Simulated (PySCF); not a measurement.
Isomers of C4H9OP, mass 104.039 u with the commonest isotopes. Theory: CAM-B3LYP/def2-SVPD in PySCF (dipole) on a GFN2-xTB geometry, gas phase. One conformer each, none proved a minimum here; rigid rotors.

Task: Order these by radius of gyration √(Σ m r²/M), largest first.
A. `[CH3:1][P:2]1(=[O:3])[CH2:4][CH2:5][CH2:6]1` with C1–P2–C4–C5 -91°, P2–C4–C5–C6 -17°, C4–C5–C6–P2 17°, C1–P2–C6–C5 91°
B. `[CH3:1][C@H:2]1[CH2:3][P@@H:4](=[O:5])[CH2:6]1` with C1–C2–C3–P4 141°, C2–C3–P4–O5 -137°, C3–P4–C6–C2 16°, C1–C2–C6–P4 -141°
C. `[CH3:1]/[CH:2]=[P:3]\[CH2:4][O:5][CH3:6]` with C2–P3–C4–O5 61°, P3–C4–O5–C6 68°
D. `[CH3:1][CH2:2][P:3]1(=[O:4])[CH2:5][CH2:6]1` with C1–C2–P3–O4 57°

Result: C (1.805 Å), B (1.754 Å), D (1.691 Å), A (1.598 Å).

Task: Order these by rotational constant C, largest first.
A. `[CH3:1][CH2:2][P:3]1(=[O:4])[CH2:5][CH2:6]1` with C1–C2–P3–O4 57°
B. `[CH3:1][C@H:2]1[CH2:3][P@@H:4](=[O:5])[CH2:6]1` with C1–C2–C3–P4 141°, C2–C3–P4–O5 -137°, C3–P4–C6–C2 16°, C1–C2–C6–P4 -141°
C. `[CH3:1]/[CH:2]=[P:3]\[CH2:4][O:5][CH3:6]` with C2–P3–C4–O5 61°, P3–C4–O5–C6 68°
D. `[CH3:1][P:2]1(=[O:3])[CH2:4][CH2:5][CH2:6]1` with C1–P2–C4–C5 -91°, P2–C4–C5–C6 -17°, C4–C5–C6–P2 17°, C1–P2–C6–C5 91°

Result: D (2311 MHz), A (1905 MHz), B (1703 MHz), C (1649 MHz).

Task: Order these by out-of-plane moment Σ m c² = (Ia + Ib − Ic)/2, smallest first.
A. `[CH3:1][C@H:2]1[CH2:3][P@@H:4](=[O:5])[CH2:6]1` with C1–C2–C3–P4 141°, C2–C3–P4–O5 -137°, C3–P4–C6–C2 16°, C1–C2–C6–P4 -141°
B. `[CH3:1]/[CH:2]=[P:3]\[CH2:4][O:5][CH3:6]` with C2–P3–C4–O5 61°, P3–C4–O5–C6 68°
C. `[CH3:1][CH2:2][P:3]1(=[O:4])[CH2:5][CH2:6]1` with C1–C2–P3–O4 57°
D. `[CH3:1][P:2]1(=[O:3])[CH2:4][CH2:5][CH2:6]1` with C1–P2–C4–C5 -91°, P2–C4–C5–C6 -17°, C4–C5–C6–P2 17°, C1–P2–C6–C5 91°

Result: A (23.08 u·Å²), C (32.10 u·Å²), B (32.60 u·Å²), D (46.97 u·Å²).

```csv
SMILES,point group,Ia (u·Å²),Ib (u·Å²),Ic (u·Å²),κ,μa (D),μb (D),μc (D)
CP1(=O)CCC1,Cs,116.91,195.67,218.66,-0.73,3.12,3.21,0.00
C/C=P\COC,C1,126.92,244.76,306.47,-0.64,0.17,0.57,0.11
C[C@H]1C[P@@H](=O)C1,Cs,69.77,273.22,296.83,-0.95,4.13,0.00,2.14
CCP1(=O)CC1,C1,108.84,220.66,265.30,-0.72,0.40,4.24,0.51
```
